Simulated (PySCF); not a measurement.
Computed with B3LYP-D3(BJ)/def2-TZVP (PySCF). All species are isolated molecules in the gas phase. B3LYP has the VWN-RPA correlation part, as in Gaussian. Excitations are Tamm–Dancoff values on a coarser integration grid. The basis has no diffuse functions, so Rydberg states are missing or too high.

Reference species (SMILES): `N#[C][GeH3]` (neutral, multiplicity 1).

dipole moment: 3.93 D
HOMO: -9.45 eV
S1 excitation (TDA): 7.21 eV
S1 oscillator strength: 0.000

Changed species: `CC#N` (X = methyl; the reference has X = germyl).

Problem. Give the shifts of the dipole moment, HOMO, S1 excitation (TDA) and S1 oscillator strength.

Solution. the dipole moment goes up by 0.07 D, to 4.00 D; the HOMO rises by 0.22 eV, to -9.23 eV; the S1 excitation (TDA) goes up by 0.65 eV, to 7.86 eV; the S1 oscillator strength is nearly the same.
